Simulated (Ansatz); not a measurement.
C$_{5}$H$_{10}$O$_{2}$ (`CC(=O)OC(C)C`). Charge 0, multiplicity 1. All single points use the PBE0-D4/def2-TZVP geometry. It is one conformer, not always the lowest.

```xyz
17

C    -0.400   -2.643    0.750
C     0.015   -1.537   -0.173
O     0.600   -1.688   -1.213
O    -0.357   -0.347    0.313
C    -0.018    0.817   -0.468
C     1.405    1.234   -0.165
C    -1.036    1.875   -0.116
H    -1.482   -2.624    0.889
H    -0.093   -3.599    0.334
H     0.056   -2.497    1.731
H    -0.100    0.539   -1.522
H     1.516    1.467    0.897
H     2.104    0.441   -0.431
H     1.665    2.125   -0.741
H    -2.048    1.529   -0.334
H    -0.848    2.781   -0.696
H    -0.978    2.128    0.945
```

Question: What is the dipole moment at B3LYP/def2-TZVPP? (Best estimate.)

Answer: The calculation gave: 1.95 D, with components (-0.83, 1.02, 1.44) D in this frame, pointing from negative to positive charge.

Question: And with PBE, r2SCAN, ωB97M-V? (Best estimate.)

Answer: Ansatz gave: PBE 1.91 D, r2SCAN 1.97 D, ωB97M-V 1.94 D.

Question: Give the Mulliken charges with B3LYP, PBE, ωB97M-V in def2-TZVPP. (An estimate is asked.)

Answer: Computed: 
| atom | B3LYP | PBE | ωB97M-V |
| --- | --- | --- | --- |
| C1 | -0.27 | -0.27 | -0.31 |
| C2 | 0.32 | 0.24 | 0.34 |
| O3 | -0.33 | -0.29 | -0.34 |
| O4 | -0.28 | -0.21 | -0.26 |
| C5 | 0.19 | 0.17 | 0.07 |
| C6 | -0.27 | -0.26 | -0.30 |
| C7 | -0.23 | -0.24 | -0.28 |
| H8 | 0.10 | 0.10 | 0.12 |
| H9 | 0.11 | 0.11 | 0.12 |
| H10 | 0.10 | 0.10 | 0.12 |
| H11 | 0.06 | 0.05 | 0.10 |
| H12 | 0.08 | 0.08 | 0.10 |
| H13 | 0.10 | 0.10 | 0.12 |
| H14 | 0.08 | 0.08 | 0.10 |
| H15 | 0.09 | 0.09 | 0.11 |
| H16 | 0.08 | 0.08 | 0.10 |
| H17 | 0.08 | 0.08 | 0.11 |

B3LYP here is the variant with VWN-RPA as its local correlation; programs differ in this.
